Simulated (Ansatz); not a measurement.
## BaCuTeF (P4/nmm, No. 129; cell taken from a computed entry)

These are LDA in Ansatz (plane waves, PAW) values and carry that method's errors.

Settings: plane-wave cutoff 520 eV, 8×8×4 k mesh (along the axes of the cell as run), Fermi–Dirac smearing 0.01 eV, no spin polarisation, scalar-relativistic PAW data made under PBE.

Cell: relaxed with PBEsol: a = 4.360 Å, b = 4.360 Å, c = 9.273 Å, α = 90.00°, β = 90.00°, γ = 90.00°.

For BaCuTeF (P4/nmm, No. 129; cell taken from a computed entry), the band gap is 0.83 eV.

Note: cell and atoms aren't relaxed at this level (largest force component 0.17 eV/Å, pressure -2.5 GPa); this cell isn't known to be the ambient phase, and symmetry holds it in the calculation.

Spin–orbit coupling is not included.

Static lattice: no zero-point or thermal effects.

It cost about 2.6 core-minutes (a rough figure) of CPU time.

Ansatz is a program for electronic structure.
